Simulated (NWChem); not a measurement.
Species: hydrogen sulfide (H$_{2}$S); SMILES S

Results from NWChem. Structure relaxed at the PBE-D3(BJ)/def2-SVP level.

For level Hartree-Fock/cc-pVTZ:

```yaml
orbital gap (eV): 13.90
dipole (D): 1.15
```

**Question.** How do the values read with level Hartree-Fock/cc-pVDZ instead?

**Answer.** The orbital gap (eV) comes out as 14.64. The dipole (D) is 1.29.
